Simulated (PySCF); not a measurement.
Molecule (SMILES): ClB(Cl)Cl.
Geometry (B3LYP-D3(BJ)/def2-TZVP, fixed):
```xyz
4

B      0.0000     0.0000     0.0000
Cl     0.0051     1.7450    -0.0247
Cl     1.5085    -0.8773    -0.0189
Cl    -1.5136    -0.8677     0.0437
```

Basis-set convergence of the mean static polarisability at PBE0 with PySCF. All functions are spherical. Density fitting with generated auxiliary sets. No added dispersion term, no relativity. Reference: the value in aug-pcseg-2, 55.67 bohr³, itself unsure by roughly 0.1 % (its distance from aug-cc-pV(T+d)Z). Deviations are taken from unrounded values.

```json
[
 {"basis": "def2-SVP", "functions": "68", "mean static polarisability (bohr³)": "36.79"},
 {"basis": "def2-SVPD", "functions": "101", "mean static polarisability (bohr³)": "54.99"},
 {"basis": "pcseg-1", "functions": "68", "mean static polarisability (bohr³)": "42.09"},
 {"basis": "aug-pcseg-1", "functions": "104", "mean static polarisability (bohr³)": "55.19"},
 {"basis": "cc-pV(D+d)Z", "functions": "83", "mean static polarisability (bohr³)": "40.11"},
 {"basis": "aug-cc-pV(D+d)Z", "functions": "119", "mean static polarisability (bohr³)": "54.56"},
 {"basis": "6-311G**", "functions": "96", "mean static polarisability (bohr³)": "42.66"},
 {"basis": "6-311+G**", "functions": "112", "mean static polarisability (bohr³)": "46.05"},
 {"basis": "pcseg-2", "functions": "132", "mean static polarisability (bohr³)": "45.68"},
 {"basis": "aug-pcseg-2", "functions": "196", "mean static polarisability (bohr³)": "55.67"},
 {"basis": "def2-TZVP", "functions": "142", "mean static polarisability (bohr³)": "48.67"},
 {"basis": "def2-TZVPD", "functions": "175", "mean static polarisability (bohr³)": "55.83"},
 {"basis": "cc-pV(T+d)Z", "functions": "147", "mean static polarisability (bohr³)": "48.28"},
 {"basis": "aug-cc-pV(T+d)Z", "functions": "211", "mean static polarisability (bohr³)": "55.75"},
 {"basis": "def2-TZVPP", "functions": "157", "mean static polarisability (bohr³)": "48.77"},
 {"basis": "def2-TZVPPD", "functions": "190", "mean static polarisability (bohr³)": "55.86"},
 {"basis": "def2-QZVPP", "functions": "267", "mean static polarisability (bohr³)": "53.15"},
 {"basis": "def2-QZVPPD", "functions": "300", "mean static polarisability (bohr³)": "56.01"}
]
```

What the diffuse functions change, pair by pair:
- def2-SVP to def2-SVPD: 33 more functions, deviation -33.9 to -1.2 %
- pcseg-1 to aug-pcseg-1: 36 more functions, deviation -24.4 to -0.9 %
- cc-pV(D+d)Z to aug-cc-pV(D+d)Z: 36 more functions, deviation -27.9 to -2.0 %
- 6-311G** to 6-311+G**: 16 more functions, deviation -23.4 to -17.3 %
- pcseg-2 to aug-pcseg-2: 64 more functions, deviation -17.9 to 0.0 %
- def2-TZVP to def2-TZVPD: 33 more functions, deviation -12.6 to 0.3 %
- cc-pV(T+d)Z to aug-cc-pV(T+d)Z: 64 more functions, deviation -13.3 to 0.1 %
- def2-TZVPP to def2-TZVPPD: 33 more functions, deviation -12.4 to 0.3 %
- def2-QZVPP to def2-QZVPPD: 33 more functions, deviation -4.5 to 0.6 %

Leaving out the reference's own pair, they bring the value nearer the reference by more than 0.1 % in 8 of 8 pairs.
